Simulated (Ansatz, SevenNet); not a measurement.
For hcp Ti, the machine-learned potential SevenNet-0 (trained on PBE and PBE+U data) gives:

* **equilibrium lattice constant a**: 2.926 Å
* **lattice parameter c**: 4.697 Å

What does PBE0 (Ansatz, a program for electronic structure, PAW) give for the same quantities?


- lattice constant a: 2.921 Å (shrinks by 0.2 %)
- lattice parameter c: 4.649 Å (drops by 1.0 %)

For comparison: lattice constant a 2.950 Å (measured, 293 K, no zero-point or thermal correction; as tabulated in Wikipedia's data pages); lattice parameter c 4.683 Å (measured, 293 K, no zero-point or thermal correction; as tabulated in Wikipedia's data pages).

Changes are worked out from the printed values.

Unless a cell is named, each level is at its own relaxed cell (SevenNet-0 17.41, PBE0 17.17 Å³/atom).

The crystal itself was run without spin with PBE0; a magnetic state was not tried in these runs.

Ansatz's density-functional and Hartree–Fock values are scalar-relativistic unless marked +SOC, with PAW data made under PBE.
